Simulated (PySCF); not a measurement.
# Potential energy of MgSi⁺ along the bond

Set-up: basis Mg 6-311G(d,p), Si 6-311G(d,p); no relativity; PySCF 2.14. Energies in eV from Mg⁺ + Si in their ground configurations at the same level. State: ²Π (doublet), unpaired electrons π ↑.

All columns are PBE0. A positive dipole points towards Si; it is taken about the centre of mass and depends on that origin.

```csv
R (Å),E (eV),μ (D),Mulliken charge on Mg (basis-dependent),HOMO (eV),LUMO (eV),Mayer bond order,⟨S²⟩
2.340,-1.357,-4.45,0.56,-11.10,-8.92,1.28,0.76
2.449,-1.580,-4.45,0.58,-10.95,-8.78,1.21,0.77
2.558,-1.701,-4.41,0.60,-10.85,-8.66,1.15,0.78
2.639,-1.743,-4.36,0.60,-10.78,-8.59,1.10,0.78
2.721,-1.753,-4.29,0.61,-10.74,-8.53,1.05,0.79
2.803,-1.740,-4.20,0.61,-10.70,-8.48,1.01,0.81
2.912,-1.697,-4.06,0.61,-10.67,-8.43,0.95,0.83
3.047,-1.616,-3.87,0.61,-10.66,-8.40,0.87,0.88
3.211,-1.498,-3.65,0.61,-10.64,-8.36,0.79,0.94
3.429,-1.332,-3.45,0.60,-10.62,-8.32,0.69,1.04
```

A fit through these points gives, at Re = 2.713 Å, μ = -4.30 D and dμ/dR = 0.973 D/Å; the reduced mass is 12.91 u.

Task: How strong is the fundamental in the double-harmonic approximation, I = 42.26·(dμ/dR)²/μred km/mol?

Result: I = 42.26·(0.973)²/12.91 = 3.10 km/mol at PBE0.

⟨S²⟩ of the unrestricted solution departs from its pure value on part of the curve, where spin states mix. For an ion De counts to the pair picked by the measured ionisation energies or electron affinities, which need not be the lowest pair at this level. The state is the lowest determinant that a PBE0 search found; another state may lie lower at other levels.
